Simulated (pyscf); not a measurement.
Structures and frequencies: ωB97X-D3(BJ)/def2-SVP in PySCF.

Question: PBE/def2-TZVP puts the barrier of •H₂C–C(=CH₂)–CH₃ → H₂C=C=CH₂ + CH₃• (bond scission; doublet surface; C–C broken, none formed) at 56.2 kcal/mol and the reaction energy at +50.2 kcal/mol, from the reactant's lowest minimum found. What do r²SCAN/def2-TZVP, PBE0-D3(BJ)/def2-TZVP, ωB97M-D3(BJ)/def2-TZVP give on the same structures?

Answer: r²SCAN: ΔE‡ = 58.3 kcal/mol, ΔE = +51.5 kcal/mol; PBE0-D3(BJ): ΔE‡ = 61.4 kcal/mol, ΔE = +54.7 kcal/mol; ωB97M-D3(BJ): ΔE‡ = 59.8 kcal/mol, ΔE = +51.0 kcal/mol. PBE's barrier lies under all of them, by 2.0 to 5.1 kcal/mol. Its reaction energy lies under all of them, by 0.8 to 4.5 kcal/mol. This is the saddle that the search found; another between the same sides may lie lower.
